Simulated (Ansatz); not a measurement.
Z-matrix (Å, degrees):
```
C
H 1 1.0903
H 1 1.0966 2 108.12
C 1 1.5043 2 108.75 3 -116.05
O 4 1.2033 1 125.19 2 0.27
H 4 1.1136 5 120.27 1 179.43
C 1 1.5324 2 111.86 3 120.37
H 7 1.0900 1 110.64 2 -62.08
H 7 1.0910 8 108.04 1 -121.68
H 7 1.0921 8 107.79 9 -116.46
```
Charge 0, spin multiplicity 1.

Computed with Ansatz (a program for electronic structure) with frozen-core CCSD(T)/cc-pVTZ // B3LYP-D3(BJ)/def2-TZVP.

```json
{
 "HF energy": "-192.02216 Ha",
 "MP2 correlation energy": "-0.74091 Ha"
}
```

Estimate the CCSD correlation energy, the (T) correction, the total energy and the T1 diagnostic.


```yaml
CCSD correlation energy: -0.77133 Ha
"(T) correction": -0.03154 Ha
CCSD(T) total energy: -192.82504 Ha
T1 diagnostic: 0.013
```
